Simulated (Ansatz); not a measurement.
## AlGeH3 (H-bridged): how the atomization moves with the basis

AlGeH3 (H-bridged), singlet; coordinates (Å): Ge -0.042 0.000 0.662; Al 0.020 0.000 -1.826; H 0.750 -1.066 -0.344; H 0.750 1.066 -0.344; H 1.007 0.000 1.829. Quantity: atomization.

Ansatz 0.2.0, basis cc-pVDZ or cc-pVTZ; geometries are PBE0/def2-TZVP minima. Wave-function levels freeze the cores with the filled d shells of p-block atoms; HF, MP2 and coupled cluster are restricted for singlets and unrestricted otherwise, atoms included (their steps beyond CCSDT(Q) come from restricted open-shell runs), restricted open-shell where a d shell is frozen, Kohn–Sham unrestricted where that lies lower. The reference is CCSDT(Q) or CCSDTQ (coupled cluster only where its series has nearly closed). Semilocal and hybrid functionals correlate all electrons outside any core potential and usually lie nearer their basis limit than the reference, so part of their error here is the reference's basis and frozen-core error; RPA and the MP2 part of double hybrids freeze the same cores as the reference. None of these values is a measured one. Energies are electronic, without zero-point terms. No spin–orbit coupling and no scalar relativity. The species are chosen: bound, without strong static correlation by their natural occupations or amplitudes, in their lowest spin state as far as vertical gaps and like structures tell, and with a ladder that closes on the reference, so errors are smaller than for species at large; levels whose determinant breaks symmetry or spin markedly are left out.

```csv
level,cc-pVDZ (kJ/mol),cc-pVTZ (kJ/mol)
reference,986.3 (CCSDTQ),1049.9 (CCSDT(Q))
CCSD(T),983.5,1047.5
PBE,1062.2,1074.2
PBE0,1046.6,1059.2
B3LYP,1048.6,1064.2
wB97M-V,1080.3,1084.3
B2PLYP,1021.2,1051.5
RPA-PBE,955.8,999.6
```

From cc-pVDZ to cc-pVTZ the reference moves by 63.6 kJ/mol and PBE by 12.0; the step from CCSD(T) to the reference is 2.8 in the first and 2.5 in the last.
